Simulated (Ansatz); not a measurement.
`C=C(Cl)C(C)O` and `C=C(Cl)CC` differ in one atom or group.

Ansatz, PBE0-D4/def2-TZVP geometries, multiplicity 1. Each molecule was computed in one conformer, which needn't be the lowest.

```
                                          property  `C=C(Cl)C(C)O`
    size of the dipole moment (PBE/def2-TZVPP) / D            1.96
             LUMO energy (ωB97M-V/def2-TZVPP) / eV            2.05
               LUMO energy (B3LYP/def2-TZVPP) / eV           -0.22
                HOMO energy (PBE0/def2-TZVPP) / eV           -7.27
size of the dipole moment (ωB97M-V/def2-TZVPP) / D            1.97
             HOMO energy (ωB97M-V/def2-TZVPP) / eV           -9.48
```

(1) What does the change do to each property? (An estimate is asked.)

Results:

(1) Computed: 
```
                                          property  `C=C(Cl)CC`  shift
    size of the dipole moment (PBE/def2-TZVPP) / D         1.51  -0.45
             LUMO energy (ωB97M-V/def2-TZVPP) / eV         2.04  -0.01
               LUMO energy (B3LYP/def2-TZVPP) / eV        -0.28  -0.06
                HOMO energy (PBE0/def2-TZVPP) / eV        -7.28  -0.01
size of the dipole moment (ωB97M-V/def2-TZVPP) / D         1.57  -0.40
             HOMO energy (ωB97M-V/def2-TZVPP) / eV        -9.48   0.00
```

Dipoles are sizes alone; their direction can turn.

B3LYP here is the variant with VWN-RPA as its local correlation; programs differ in this.
